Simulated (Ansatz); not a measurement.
C3H4FNO (`C=C(O)C(=N)F`) at its PBE0-D4/def2-TZVP geometry, where that method's forces vanish. Total charge 0; spin multiplicity 1.

```csv
atom,x (Å),y (Å),z (Å)
C1,-0.2900,-1.2955,0.5073
C2,-0.0776,0.0175,0.4852
O3,-0.1221,0.8507,1.5484
C4,0.2448,0.7220,-0.7774
N5,0.3328,0.1685,-1.8927
F6,0.4357,2.0366,-0.5969
H7,-0.2275,-1.8579,-0.4120
H8,-0.5262,-1.8157,1.4280
H9,-0.3341,0.3380,2.3341
H10,0.5642,0.8359,-2.6241
```

Problem. For each bond, give half the difference of the two atoms' forces along it (eV/Å; positive pushes the atoms apart) under PBE-D4, r2SCAN-D4, B3LYP-D4, ωB97M-V in def2-TZVPP. (Estimate.)

Solution. Computed: 
```json
{"bond": "C1–C2", "length (Å)": "1.330", "PBE-D4": "0.37", "r2SCAN-D4": "0.21", "B3LYP-D4": "0.03", "ωB97M-V": "-0.26"}
{"bond": "C1–H7", "length (Å)": "1.079", "PBE-D4": "-0.01", "r2SCAN-D4": "-0.10", "B3LYP-D4": "-0.09", "ωB97M-V": "-0.04"}
{"bond": "C1–H8", "length (Å)": "1.084", "PBE-D4": "-0.03", "r2SCAN-D4": "-0.10", "B3LYP-D4": "-0.09", "ωB97M-V": "-0.01"}
{"bond": "C2–O3", "length (Å)": "1.351", "PBE-D4": "0.28", "r2SCAN-D4": "0.21", "B3LYP-D4": "0.31", "ωB97M-V": "0.32"}
{"bond": "C2–C4", "length (Å)": "1.481", "PBE-D4": "-0.47", "r2SCAN-D4": "-0.27", "B3LYP-D4": "-0.18", "ωB97M-V": "0.17"}
{"bond": "O3–H9", "length (Å)": "0.962", "PBE-D4": "0.38", "r2SCAN-D4": "0.03", "B3LYP-D4": "-0.07", "ωB97M-V": "-0.11"}
{"bond": "C4–N5", "length (Å)": "1.248", "PBE-D4": "0.61", "r2SCAN-D4": "0.24", "B3LYP-D4": "0.04", "ωB97M-V": "-0.15"}
{"bond": "C4–F6", "length (Å)": "1.341", "PBE-D4": "0.59", "r2SCAN-D4": "0.36", "B3LYP-D4": "0.39", "ωB97M-V": "0.19"}
{"bond": "N5–H10", "length (Å)": "1.017", "PBE-D4": "0.16", "r2SCAN-D4": "-0.04", "B3LYP-D4": "-0.08", "ωB97M-V": "-0.02"}
```

B3LYP here is the variant with VWN-RPA as its local correlation; programs differ in this.
